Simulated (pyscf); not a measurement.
**Routes from HO–SiH•–Cl (SMILES O[SiH]Cl) + HF (SMILES F)**

Candidate steps break at most two bonds and form at most two. Each was searched with GFN2-xTB (tblite) first. Structures and frequencies: ωB97X-D3(BJ)/def2-SVP in PySCF. Energies: ωB97M-D3(BJ)/def2-TZVP, kcal/mol, from the separated reactants, doublet surface; ΔG‡ with ideal gas, 1 atm, RRHO with modes under 100 cm⁻¹ raised to 100, one conformer, R ln 2 for chiral ones without a mode under 150 cm⁻¹.

```
products                           type   ΔE‡     ΔE  ΔG‡ 298 K  ΔG‡ 900 K  ν‡ (cm⁻¹)
-----------------  --------------------  ----  -----  ---------  ---------  ---------
H₂O + F–SiH•–Cl    four-centre exchange  14.1   -7.9       24.1       47.0       794i
HO–SiH(F)–Cl + H•         atom transfer  16.6  -23.1       24.5       45.0       766i
HO–SiH•–F + HCl    four-centre exchange  20.5   -8.7       29.2       51.3       642i
```

Row 1: On the reactant side the descent ends in a complex, 4.2 kcal/mol under the separated species and 19.7 kcal/mol under the saddle at ωB97X-D3(BJ)/def2-TZVP. Row 2: On the reactant side the descent ends in a complex, 7.1 kcal/mol under the separated species and 23.3 kcal/mol under the saddle at ωB97X-D3(BJ)/def2-TZVP. Row 3: On the reactant side the descent ends in a complex, 7.1 kcal/mol under the separated species and 29.8 kcal/mol under the saddle at ωB97X-D3(BJ)/def2-TZVP. 

Plain bond fissions and candidates not yet searched are not listed, and one of them may be faster. Each barrier is that of the saddle found; lower ones may exist.
